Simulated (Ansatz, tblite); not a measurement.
# The cluster BeF3−: a ladder of methods and basis sets

The task here is to estimate one member of a computed series from the others.

The runs use Ansatz 0.2.0, Gaussian basis; as each input shows.

Levels to be run: GFN1-xTB, GFN2-xTB, PBE-D4/def2-TZVPD, r2SCAN-D4/def2-TZVPD, LDA/def2-TZVPD, ωB97M-V/def2-TZVPD, revPBE-D4/def2-TZVPD, B2PLYP/def2-TZVPD, LC-ωPBE/def2-TZVPD, PBE+5HF/def2-TZVPD, PBE+10HF/def2-TZVPD, PBE+15HF/def2-TZVPD, PBE+35HF/def2-TZVPD, PBE+50HF/def2-TZVPD, PBE-D4/def2-SVPD, PBE0-D4/def2-SVPD, HF/STO-3G, CCSD(T)/def2-TZVPPD, MP2/def2-TZVPD, RPA/def2-TZVPD.

### The geometry

The singlet was relaxed beforehand with r2SCAN-D4/def2-TZVPD. At that level it is the lowest of the isomers that a small search found.

4 atoms, charge -1, spin multiplicity 1.

Bond lengths: Be1–F2 1.477 Å, Be1–F3 1.477 Å, Be1–F4 1.477 Å. Angles: F2–Be1–F3 120.0°, F2–Be1–F4 120.0°, F3–Be1–F4 120.0°.

The ion is computed in the gas phase, without counter-ions or solvent.

PBE0-D4/def2-TZVPD was run before; its log isn't repeated, and its numbers join the tables.

Set-up of the first run:

Tight binding, by tblite at 300 K electronic temperature and without a spin-polarisation term:

```python
tblite.interface.Calculator('GFN1-xTB', numbers, positions, charge=-1, uhf=0).singlepoint()
```

Tight binding, by tblite at 300 K electronic temperature and without a spin-polarisation term:

```python
tblite.interface.Calculator('GFN2-xTB', numbers, positions, charge=-1, uhf=0).singlepoint()
```

start.molden holds the orbitals of an earlier run on this state, given as this run's starting guess.

in.yaml reads:

```yaml
crystal:
  periodic: [false, false, false]
  atoms:
    - {symbol: Be, position_ang: [0.000028, -0.000025, -0.000029]}
    - {symbol: F, position_ang: [0.158471, 1.458222, 0.172804]}
    - {symbol: F, position_ang: [-1.246490, -0.663675, 0.432649]}
    - {symbol: F, position_ang: [1.087991, -0.794511, -0.605424]}
basis:
  gaussian: {orbitals: def2-TZVPD, initial_orbitals: start.molden}
total_charge: -1
hamiltonian: {xc: pbe, dispersion: d4}
scf: {omitted_lower_state_checks: [starts]}
output: {forces: true, orbitals: {seedname: orbitals}}
```

The run is started by

```bash
ansatz run in.yaml --threads 4 --pin off --events-out ev --progress --plain --max-ram 3916MiB
```

Among the steps run: PBE-D4/def2-TZVPD; r2SCAN-D4/def2-TZVPD; LDA/def2-TZVPD; ωB97M-V/def2-TZVPD; revPBE-D4/def2-TZVPD; B2PLYP/def2-TZVPD; LC-ωPBE/def2-TZVPD; PBE+5HF/def2-TZVPD; PBE+10HF/def2-TZVPD; PBE+15HF/def2-TZVPD; PBE+35HF/def2-TZVPD; PBE+50HF/def2-TZVPD; PBE-D4/def2-SVPD; PBE0-D4/def2-SVPD; HF/STO-3G; CCSD(T)/def2-TZVPPD; MP2/def2-TZVPD; RPA/def2-TZVPD.

One table of the session follows, with a row left open; its other results are not shown here.

It belongs to the step «Levels side by side». 

| level | HOMO (eV) | LUMO (eV) | gap (eV) |
| --- | --- | --- | --- |
| HF/STO-3G | -2.17 | 17.86 | 20.04 |
| LDA/def2-TZVPD | -2.32 | 3.92 | 6.24 |
| PBE-D4/def2-SVPD | -2.16 | 4.25 | 6.41 |
| PBE-D4/def2-TZVPD | -2.07 | 3.87 | 5.94 |
| revPBE-D4/def2-TZVPD | -1.98 | 3.78 | 5.76 |
| r2SCAN-D4/def2-TZVPD | -2.48 | 4.46 | 6.94 |
| PBE0-D4/def2-SVPD | -4.19 | 4.57 | 8.76 |
| PBE0-D4/def2-TZVPD | -4.07 | 4.38 | 8.46 |
| LC-ωPBE/def2-TZVPD | -6.97 | 5.02 | 11.99 |
| ωB97M-V/def2-TZVPD | -6.66 | 4.56 | 11.23 |
| PBE+5HF/def2-TZVPD | -2.46 | 3.97 | 6.44 |
| PBE+10HF/def2-TZVPD | -2.86 | 4.08 | 6.94 |
| PBE+15HF/def2-TZVPD | -3.26 | 4.18 | 7.45 |
| PBE+35HF/def2-TZVPD | ? | ? | ? |
| PBE+50HF/def2-TZVPD | -6.15 | 4.68 | 10.83 |

**Question.** Estimate the row for PBE+35HF/def2-TZVPD.

**Answer.** HOMO (eV): -4.90; LUMO (eV): 4.55; gap (eV): 9.45. In the column «HOMO (eV)» it lies between PBE+50HF/def2-TZVPD (-6.15) and PBE0-D4/def2-SVPD (-4.19).
